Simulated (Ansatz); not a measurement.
# C₂H₃Si− (SMILES C=C=[SiH-]): functionals against CCSD(T) at one geometry

One table from this session's results is given with a row withheld; the runs are named, their logs left out.

Computed with Ansatz 0.2.0, Gaussian basis. Level: single points in def2-TZVPPD.

Correlated methods freeze the cores.

## Starting geometry

SMILES `C=C=[SiH-]`, 6 atoms, charge -1, spin multiplicity 1.

Atoms are counted from 1 here; the program's logs count them from 0.

Bond lengths: C1–C2 1.407 Å, C1–H4 1.175 Å, C1–H5 0.960 Å, C2–Si3 1.703 Å, Si3–H6 1.589 Å. Angles: C2–C1–H4 111.5°, C2–C1–H5 119.0°, H4–C1–H5 126.6°, C1–C2–Si3 157.6°, C2–Si3–H6 99.5°.

As a file:

```xyz
6

C    -0.8006    0.0755   -0.9099
C     0.1175    0.0591    0.1568
Si    0.7531    0.4310    1.6922
H    -1.6077   -0.7710   -0.7966
H    -0.5685    0.5397   -1.7172
H     2.0829   -0.4381    1.6419
```

The first run:

File run/in.yaml:

```yaml
crystal:
  periodic: [false, false, false]
  atoms:
    - {symbol: C, position_ang: [-0.800600, 0.075500, -0.909900]}
    - {symbol: C, position_ang: [0.117500, 0.059100, 0.156800]}
    - {symbol: Si, position_ang: [0.753100, 0.431000, 1.692200]}
    - {symbol: H, position_ang: [-1.607700, -0.771000, -0.796600]}
    - {symbol: H, position_ang: [-0.568500, 0.539700, -1.717200]}
    - {symbol: H, position_ang: [2.082900, -0.438100, 1.641900]}
basis:
  gaussian: {orbitals: "def2-TZVPPD.json"}
total_charge: -1
correlation: {method: ccsd_t}
output: {forces: true}
```

The basis file named in the input lies beside it (Basis Set Exchange, JSON).

The command line of these runs was not kept.

Among the steps run: CCSD(T)/def2-TZVPPD; PBE0-D4/def2-TZVPPD; wB97M-V/def2-TZVPPD; r2SCAN-D4/def2-TZVPPD; PBE-D4/def2-TZVPPD; BLYP-D4/def2-TZVPPD; revPBE-D4/def2-TZVPPD.

One table of the session follows, with a row left open; its other results are not shown here.

| method | RMS force component (eV/Å) | angle to CCSD(T) forces (°) |
| --- | --- | --- |
| CCSD(T) | 2.973 | reference |
| PBE0-D4 | 3.072 | 4.4 |
| wB97M-V | 3.058 | 4.5 |
| r2SCAN-D4 | ? | ? |
| PBE-D4 | 2.975 | 3.1 |
| BLYP-D4 | 2.918 | 2.6 |
| revPBE-D4 | 2.968 | 3.0 |

Q: Estimate the row for r2SCAN-D4 from the others.

As computed: RMS force component (eV/Å): 3.000; angle to CCSD(T) forces (°): 3.7. In the column «RMS force component (eV/Å)» it lies between PBE-D4 (2.975) and wB97M-V (3.058).
